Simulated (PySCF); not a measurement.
# Gas-phase XPS of `C=CSC`, computed

Species: C₃H₆S.
Z-matrix (Å and degrees, PBE0-D3(BJ)/def2-SVP geometry), rows numbered from 1:
```
C 
C   1  1.3367
S   2  1.7518  1  124.55
C   3  1.8045  2  100.66  1  -179.03
H   1  1.0919  2  120.21  3  -179.84
H   1  1.0936  2  122.16  3     0.14
H   2  1.0962  1  120.50  3   179.90
H   4  1.0996  3  111.46  2   -61.62
H   4  1.0996  3  111.49  2    61.82
H   4  1.0985  3  106.47  2  -179.88
```

Computed, not measured: delta-SCF UKS SCAN, pcX-2 on the ionised atom, pcseg-1 elsewhere, spin-free X2C in PySCF 2.14.0. Vertical ΔSCF values, vacuum level as zero.

List the computed XPS lines with their assignment.

```csv
atom(s),environment,level,binding energy (eV),above the level's lowest (eV),count
C1,terminal =CH2 carbon,C 1s,289.84,0.00,1
C2,alkene CH carbon,C 1s,291.02,+1.18,1
S3,sulfide sulfur,S 1s,2477.21,0.00,1
C4,S-methyl carbon,C 1s,291.49,+1.65,1
```

Lowest listed C 1s: C1, bonded to C (double bond) and 2 H. Highest, 1.65 eV above it: C4, bonded to S and 3 H. The widest gap between neighbouring values is 1.18 eV, between 289.84 and 291.02 eV. Summing the Pauling electronegativity differences to the bonded atoms, each weighted by its formal bond order, gives -0.70 for the lowest site and -1.02 for the highest; the largest sum, -0.32, belongs to C2, 0.47 eV below the top. The smallest sum, -1.02, belongs to C4, 1.65 eV above the lowest.

Which photon wavelength matches the C 1s of C4 threshold?

λ = hc/E = 12398.42 eV Å / 291.49 eV = 42.535 Å.

Which photon energy gives electrons from C 1s of C4 a kinetic energy of 50 eV, and what is their de Broglie wavelength?

hν = 291.49 + 50 = 341.49 eV, recoil neglected; λ = 12.264 Å/√(E/eV) = 1.73 Å.

Not every level is listed. The unrestricted hole states depart most from a pure doublet (⟨S²⟩ = 0.75; over 0.85 named) for C 1s of C2 (0.88), which makes this value less certain. Isolated species at its PBE0-D3(BJ)/def2-SVP geometry (one conformer only).

Time: 20 s of wall time. Hardware: an Arm Neoverse V2 with one thread (shared host).
